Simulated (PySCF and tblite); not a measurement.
1,3-difluoropropane, C₃H₆F₂, numbered as in [F:1][CH2:2][CH2:3][CH2:4][F:5]. The ensemble was built from 90 distance-geometry starts (ETKDG and KDG, MMFF94s, GFN2-xTB) and rests on PBE0-D3(BJ)/def2-SVP geometries. Weights use B3LYP-D3(BJ)/def2-SVP (IEF-PCM, chloroform) energies plus GFN2-xTB zero-point and thermal terms (modes under about 50 cm⁻¹ blended into free rotors). Symmetry numbers and mirror images are counted. Conformers within 2.5 kcal/mol (GFN2-xTB free energy) were kept, 4 at most. GIAO shieldings: wB97X-D/pcSseg-1 (IEF-PCM, chloroform). Shifts are against TMS (¹H), TMS (¹³C), CFCl3 (¹⁹F) at the same level. (PySCF 2.14, tblite 0.8.)

Torsions listed: F1–C2–C3–C4, C2–C3–C4–F5. Of a mirror pair one member is shown.

Two conformers hold nearly all the population. I: -62°, -64°; δ(C2/C4) = 80.11 ppm. II: 180°, 61°; δ(C2/C4) = 82.65 ppm. The average over the ensemble at 298.15 K is 80.87 ppm.

(1) What populations and free-energy difference follow from a two-state model?

Answers

(1) p(I) = (80.87 − 82.65)/(80.11 − 82.65) = 0.70, so K = p(II)/p(I) = 0.43 and G(II) − G(I) = −RT ln K = 0.50 kcal/mol. The weights computed directly are 69.4 % and 29.4 %, with 1.2 % in minor conformers.
